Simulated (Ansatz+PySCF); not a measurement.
Results of a calculation; reference values are marked as such.
## Several solutions for singlet CH(+)

```xyz
2

C     0.0000    0.0000   -0.2376
H     0.0000    0.0000    1.4258
```

Basis set: 6-31G (spherical functions). Charge 1, multiplicity 1.

PBE0 (unrestricted) was run from several starts with Ansatz (development build ahead of 0.2.0) and PySCF 2.14.0.

```
run  program                        start  converged  energy (hartree)  <S²>
  A    PySCF             program defaults        yes         -37.95754  0.00
  B   Ansatz      stability test followed        yes         -37.96090  0.38
  C   Ansatz      atomic start, no search        yes         -37.95754  0.00
  D   Ansatz  search for the lowest state        yes         -37.96090  0.38
```

Problem. Which runs reached the lowest solution of this kind, and what is wrong with the others?

Solution. B, D reached the lowest solution found. Converged but too high: A by 0.09 eV, C by 0.09 eV. Convergence only shows a stationary point, and even a stable one can lie too high; stability tests and further starts are what find lower ones. Caution: the unrestricted determinant is spin contaminated.
